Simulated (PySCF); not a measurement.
An unknown is described by computed data only.

Formula: C3H3N3.

* Rotational structure: rotational constants A, B, C: 6.575, 6.575, 3.287 GHz [GFN2-xTB]
* Couplings: largest of the computed one-bond spin–spin couplings (means over like bonds): 13C–1H +212.8 (×3), 15N–13C +3.4 (×6) Hz [B3LYP/pcJ-1]
* NMR, other nuclei: isotropic shieldings of nuclei other than C and H, by class: -53 (3 N) ppm [GIAO PBE0/pcSseg-1]
* 1H NMR: chemical shifts (computed TMS as zero) by class: 9.46 (3 H) ppm [GIAO PBE0/pcSseg-1]
* Dipole: 0.00 D [PBE0/pcSseg-1]
* 13C NMR: chemical shifts (computed TMS as zero) by class: 172.9 (3 C) ppm [GIAO PBE0/pcSseg-1]

Electronic properties: PySCF, gas phase, density fitting. Levels stand in brackets. Isolated species at its GFN2-xTB geometry, gas phase. Each NMR value is the plain mean over a class of atoms that symmetry, rotation or inversion makes alike.

Problem. Give a SMILES that accounts for the data.

Solution. Numbering: `[cH:1]1[n:2][cH:3][n:4][cH:5][n:6]1`. Its formula, C3H3N3, gives 4 degrees of unsaturation: 1 ring and 3 π bonds in the structure found (Kekulé form). 3 carbons fall into 1 class: aromatic CH next to a ring nitrogen [C1/C3/C5] (172.9 ppm, 3 C). All hydrogens form one class (9.46 ppm): aromatic hydrogen. The other shieldings belong to: -53 ppm, pyridine-type nitrogen [N2/N4/N6]. The couplings run between: +212.8 Hz, aromatic CH next to a ring nitrogen [C1] and its hydrogen (with 2 like pairs); +3.4 Hz, pyridine-type nitrogen [N2] and aromatic CH next to a ring nitrogen [C1] (with 5 like pairs). The vanishing dipole is forced by symmetry. The optimised geometry has point group D3h and is an oblate symmetric top. Structure: `c1ncncn1` (1,3,5-triazine). Computed isomers that give other values at the same levels: `c1cnnnc1` (13C chemical shifts (computed TMS as zero) by class: 153.7 (2 C), 123.2 (1 C) ppm). The assignments are read from this structure; whether some other isomer fits the data as well wasn't checked.
